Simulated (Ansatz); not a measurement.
Elements on the sites of an ideal hcp lattice, at a guessed lattice constant:

```
CELL_PARAMETERS angstrom
2.82078 -4.88574 0.00000
2.82078 4.88574 0.00000
0.00000 0.00000 9.02651
ATOMIC_POSITIONS crystal
W 0.33333 0.16667 0.12500
W 0.33333 0.16667 0.62500
W 0.83333 0.16667 0.12500
W 0.66667 0.33333 0.87500
W 0.16667 0.33333 0.87500
W 0.66667 0.83333 0.37500
W 0.66667 0.83333 0.87500
W 0.16667 0.83333 0.87500
Re 0.83333 0.16667 0.62500
Re 0.33333 0.66667 0.12500
Re 0.33333 0.66667 0.62500
Re 0.83333 0.66667 0.12500
Re 0.83333 0.66667 0.62500
Re 0.66667 0.33333 0.37500
Re 0.16667 0.33333 0.37500
Re 0.16667 0.83333 0.37500
```

Cell and atoms were relaxed without symmetry on coarser meshes and computed once more. The calculation used DFT r2SCAN, scalar-relativistic, plane waves, PAW (Ansatz 0.2.0).

Cutoff 500 eV; k points 7×8×4 on the computed 16-atom cell (Γ-centred); Gaussian smearing, width 0.10 eV; no spin polarisation.

The relaxation ran on 3×3×2 (shifted) k points with a smearing of 0.1 eV, from sites shaken by 0.02 Å.

Task: What does the relaxation give?

Result: A volume of 15.39 Å³/atom and no gap on the mesh. It lies 0.09 eV/atom above the elements' standard states (static lattices, no corrections for gases). The atoms leave their sites by 0.34 Å (root mean square) and 0.44 Å at most, and the cell stretches by up to 10.2 % at fixed volume, so the lattice hasn't survived.

```
CELL_PARAMETERS angstrom
3.09830 -5.36610 0.00007
2.30140 4.90601 -0.10043
-0.16058 -0.09283 8.93941
ATOMIC_POSITIONS crystal
W 0.38002 0.25894 0.12476
W 0.35718 0.21289 0.61636
W 0.88255 0.26369 0.12387
W 0.61807 0.23431 0.87177
W 0.11751 0.23431 0.87168
W 0.64892 0.79645 0.39212
W 0.61910 0.73694 0.87661
W 0.11836 0.73544 0.87501
Re 0.85475 0.20830 0.61681
Re 0.38138 0.76105 0.12559
Re 0.35448 0.70615 0.63032
Re 0.88080 0.76086 0.12556
Re 0.85295 0.70621 0.63034
Re 0.64871 0.29441 0.35695
Re 0.14703 0.29458 0.35705
Re 0.15220 0.80318 0.39891
```

The final mesh leaves forces up to 0.17 eV/Å and stresses up to 1.7 GPa: the relaxation ran on a coarser mesh, so the cell's shape, its bonds and its energy belong partly to that mesh.

Spin-orbit coupling is left out, which matters for the bands of heavy elements.

Cost: 2 runs of about 58 core-minutes in all (earlier runs that led there not counted), on Arm Neoverse V2 (shared hosts).